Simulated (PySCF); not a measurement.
**Exact simulation of a proton spin system**

Molecule: SMILES Cc1ccno1, C4H5NO.

Geometry:
```tsv
atom	x (Å)	y (Å)	z (Å)
C1	-1.743	0.086	0.089
C2	-0.266	-0.021	0.090
C3	0.748	0.863	-0.148
C4	1.915	0.072	0.026
N5	1.622	-1.162	0.337
O6	0.260	-1.219	0.377
H7	-2.049	1.112	-0.146
H8	-2.155	-0.189	1.072
H9	-2.184	-0.594	-0.656
H10	0.670	1.915	-0.407
H11	2.961	0.364	-0.066
```

- J couplings at B3LYP/pcJ-1 (spin–dipole term only in couplings to heteroatoms)
- KT2/pcSseg-2 with gauge-including orbitals
- PBE0-D3(BJ)/def2-SVP structure
- run in PySCF 2.14.0 with density-fitted response routines
- fast rotation and ring inversion assumed for equivalent nuclei, no solvent, one computed conformer, non-relativistic Hamiltonian

δ = σ(ref) − σ, references computed at the same level: ¹H (σ = 31.18 ppm) against TMS.

The 5-spin Hamiltonian (Zeeman plus full scalar coupling among like nuclei) was diagonalised exactly; lines are Lorentzian, 0.7 Hz wide, and the maxima above 3 % are listed with the tallest set to 100.

Peak list at 800 MHz for the spins H7/H8/H9/H10/H11:
Hz from δ = 0 (height): 6281.2 (19), 6280.6 (22), 6279.5 (22), 6278.8 (20), 4738.5 (7), 4737.4 (18), 4736.4 (21), 4735.7 (21), 4734.6 (18), 4733.5 (7), 1952.9 (76), 1952.1 (100), 1952.0 (100), 1951.2 (76)

Question: Extract the chemical shifts and coupling constants behind this pattern (give the signs of the calculation).

Answer: 
Shifts (ppm): H7/H8/H9 2.44, H10 5.92, H11 7.85.
Couplings (Hz): H7–H8, H7–H9, H8–H9: -16.4; H7–H10, H8–H10, H9–H10: -1.1; H7–H11, H8–H11, H9–H11: 0.7; H10–H11: 1.8.
These are the parameters used. A line list fixes at most the relative signs, and those only where coupling is strong; other parameter sets or atom labellings may fit too, and couplings well below the line width leave little trace. Couplings within a CH3 group never show.

Unscaled 3J(H,H) at this level run about 10 % above measured values.
